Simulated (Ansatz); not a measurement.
# BN₂H₄ radical: one species, many methods

How much do the methods differ for BN₂H₄ radical? The plan is to run it at one geometry with functionals of several rungs and with coupled cluster, and see how far each lands from CCSD(T) at the basis-set limit for the atomisation energy.

The runs use Ansatz 0.2.0, Gaussian basis; functionals in def2-TZVPP, the program's frozen cores in correlated methods.

Levels to be run: LDA (SPW92), PBE-D4, revPBE-D4, BLYP-D4, r2SCAN-D4, B97M-V, PBE0-D4, B3LYP-D4, r2SCANh-D4, r2SCAN0-D4, HSE06-D4, BHLYP-D4, CAM-B3LYP-D4, LC-ωPBE, ωB97X-V, ωB97M-V, B2PLYP, PBE-QIDH; CCSD(T)/def2-SVP; CCSD(T)/def2-TZVPP; CCSD(T)/def2-QZVPP; extrapolation to the limit; RPA on PBE.

## 1. The relaxed structure

All runs share one geometry, relaxed beforehand with PBE0-D4 in a triple-zeta def2 set.

SMILES `N[B]N`, 7 atoms, charge 0, spin multiplicity 2.

Atoms are counted from 1 here; the program's logs count them from 0.

Bond lengths: N1–B2 1.398 Å, N1–H4 1.003 Å, N1–H5 1.010 Å, B2–N3 1.398 Å, N3–H6 1.010 Å, N3–H7 1.003 Å. Angles: B2–N1–H4 122.3°, B2–N1–H5 124.1°, H4–N1–H5 113.5°, N1–B2–N3 127.6°, B2–N3–H6 124.1°, B2–N3–H7 122.3°, H6–N3–H7 113.5°.

## 2. LDA

This LDA is Slater exchange with PW92 correlation.

The input, in.yaml:

```yaml
crystal:
  periodic: [false, false, false]
  atoms:
    - {symbol: N, position_ang: [-1.022139, 0.109663, -0.711931]}
    - {symbol: B, position_ang: [-0.010786, -0.662381, -0.133788]}
    - {symbol: N, position_ang: [1.036776, -0.223502, 0.680544]}
    - {symbol: H, position_ang: [-1.739723, -0.289904, -1.287072]}
    - {symbol: H, position_ang: [-1.107228, 1.109304, -0.598079]}
    - {symbol: H, position_ang: [1.180608, 0.739071, 0.949334]}
    - {symbol: H, position_ang: [1.723793, -0.850351, 1.055293]}
basis:
  gaussian: {orbitals: def2-TZVPP}
magnetization: {spin_polarized: true, initial_magnetization: 1}
hamiltonian: {xc: lda}
output: {orbitals: {seedname: orbitals}}
```

Launch:

```
$ ansatz run in.yaml --threads 2 --pin off --events-out ev --progress --plain --max-ram 32768MiB --backend cpu
```

After this run come: PBE-D4 (GGA); revPBE-D4 (GGA); BLYP-D4 (GGA); r2SCAN-D4 (meta-GGA); B97M-V (meta-GGA); PBE0-D4 (hybrid); B3LYP-D4 (hybrid); r2SCANh-D4 (hybrid); r2SCAN0-D4 (hybrid); HSE06-D4 (hybrid); BHLYP-D4 (hybrid); CAM-B3LYP-D4 (range-separated); LC-ωPBE (range-separated); ωB97X-V (range-separated); ωB97M-V (range-separated); B2PLYP (double hybrid); PBE-QIDH (double hybrid); CCSD(T) in def2-SVP; CCSD(T) in def2-TZVPP; CCSD(T) in def2-QZVPP; RPA on PBE orbitals.

Before running them: what should the planned runs give, taken together? Wanted: atomisation energy, CCSD(T)/CBS; farthest beyond LDA; mean size of error, GGA; mean size of error, meta-GGA; mean size of error, hybrid; mean size of error, range-separated; mean size of error, double hybrid; gap, smallest and largest; T1 diagnostic.

As calculated:

| quantity | value |
| --- | --- |
| atomisation energy, CCSD(T)/CBS | 25.665 eV |
| functionals within 0.128 eV (0.5 %) | r2SCANh-D4, B2PLYP, PBE-QIDH |
| farthest beyond LDA | PBE-D4 (+1.045 eV) |
| mean size of error, GGA | 0.652 eV |
| mean size of error, meta-GGA | 0.238 eV |
| mean size of error, hybrid | 0.342 eV |
| mean size of error, range-separated | 0.366 eV |
| mean size of error, double hybrid | 0.083 eV |
| gap, smallest and largest | 1.79 eV (LDA (SPW92)), 9.61 eV (LC-ωPBE) |
| T1 diagnostic | 0.0121 |
| triples share of the correlation energy | 3.7 % |

In words: LDA overbinds by 4.276 eV (17 %). PBE-D4 is off by +1.045 eV. Double hybrids carry the basis error of their MP2 part in triple zeta, and no dispersion term here, so their miss is partly the set-up's. Taken by rung, double hybrid functionals do best (0.083 eV on average) and GGA ones worst beyond LDA (0.652 eV). Misses under about 0.128 eV are within the doubt on the reference itself, which lacks core-valence correlation, relativity and higher excitations. Hartree-Fock recovers 70 % of the binding; the rest is correlation. CCSD(T) in def2-SVP is off by -1.701 eV, more than most functionals: a good method in a small basis is no reference. Orbital gaps span 1.8 to 9.6 eV; exact exchange widens them.
